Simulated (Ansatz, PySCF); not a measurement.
System: methylamine, CH$_{5}$N, charge 0, multiplicity 1. SMILES: CN
Geometry: optimised at B3LYP-D3(BJ)/def2-TZVP (Ansatz, a quantum-chemistry and plane-wave program).

PBE beside other levels, property by property. Valence correlation only, unless marked. UHF or UKS for open shells. No spin-orbit coupling. No relativistic terms. Basis-set limits of correlation are two-point, X^-3; Hartree-Fock from the larger set. The bracket is a focal-point correction in the basis named. Rows marked 298 K are enthalpies with B3LYP-D3(BJ) harmonic zero-point and thermal terms from PySCF. Enthalpies of formation rest on the atoms' values in the G2/97 table (older ones for B and Si), with no core term in the frozen-core levels. Vertical energies are electronic, to the SCF solution reached for that spin. Anions need diffuse functions, of which def2-TZVPD holds fewer than the aug- sets. The coupled-cluster column (Ansatz) is a level with limits of its own: (a) RI-MP2/CBS(aug-cc-pVTZ,aug-cc-pVQZ)+[CCSD(T)-MP2]/aug-cc-pVTZ; (b) RI-MP2/CBS(cc-pVTZ,cc-pVQZ)+[CCSD(T)-MP2]/cc-pVTZ; (c) RI-MP2/CBS(def2-TZVPPD,def2-QZVPPD)+[CCSD(T)-MP2]/def2-TZVPPD.

| property | PBE/def2-TZVPD (Ansatz) | CAM-B3LYP/def2-TZVPD (Ansatz) | wB97X-V/def2-TZVPD (Ansatz) | B2PLYP/def2-TZVPD (Ansatz) | coupled cluster | measured |
|---|---|---|---|---|---|---|
| deprotonation enthalpy (H-N bond), 298 K, to C[NH-] + H+ (kcal/mol) | 398.4 | 402.6 | 405.3 | 401.9 | 402.4 (a) | - |
| vertical ionisation energy to the doublet (eV) | 9.49 | 9.67 | 9.66 | 9.62 | 9.80 (a) | - |
| C-N bond dissociation enthalpy, 298 K, to [CH3] (CH3) + [NH2] (NH2) (kcal/mol) | 85.0 | 81.6 | 85.3 | 81.3 | 84.5 (a) | - |
| C-H bond dissociation enthalpy, 298 K, to [CH2]N + H atom (kcal/mol) | 87.3 | 89.9 | 91.2 | 89.7 | 93.4 (a) | - |
| vertical triplet-singlet gap (eV) | 5.52 | 5.81 | 6.05 | 5.81 | 5.95 (c) | - |
| proton affinity at N, enthalpy at 298 K, to C[NH3+] (kcal/mol) | 213.1 | 212.9 | 215.3 | 213.8 | 215.3 (b) | - |
| H-N bond dissociation enthalpy, 298 K, to C[NH] + H atom (kcal/mol) | 95.0 | 96.8 | 97.2 | 96.3 | 100.1 (a) | - |
| enthalpy of formation at 298 K by atomisation (kcal/mol) | -12.7 | -8.0 | -5.5 | 2.1 | -5.3 (a) | -5.0 |

Measured values: Active Thermochemical Tables 1.112 (ions: stationary electron), as tabulated in the package chemicals; they hold spin-orbit effects, and any other conformers, which all levels lack, and core correlation, which the frozen-core levels lack.

As the rows show:
- deprotonation enthalpy (H-N bond), 298 K, to C[NH-] + H+: PBE lies 4.0 kcal/mol below coupled cluster.
- vertical ionisation energy to the doublet: PBE lies 0.31 eV below coupled cluster.
- C-N bond dissociation enthalpy, 298 K, to [CH3] (CH3) + [NH2] (NH2): PBE lies 0.5 kcal/mol above coupled cluster.
- C-H bond dissociation enthalpy, 298 K, to [CH2]N + H atom: PBE lies 6.1 kcal/mol below coupled cluster.
- vertical triplet-singlet gap: PBE lies 0.43 eV below coupled cluster.
- proton affinity at N, enthalpy at 298 K, to C[NH3+]: PBE lies 2.2 kcal/mol below coupled cluster.
- H-N bond dissociation enthalpy, 298 K, to C[NH] + H atom: PBE lies 5.1 kcal/mol below coupled cluster.
- enthalpy of formation at 298 K by atomisation: PBE lies 7.7 kcal/mol below the measured value.
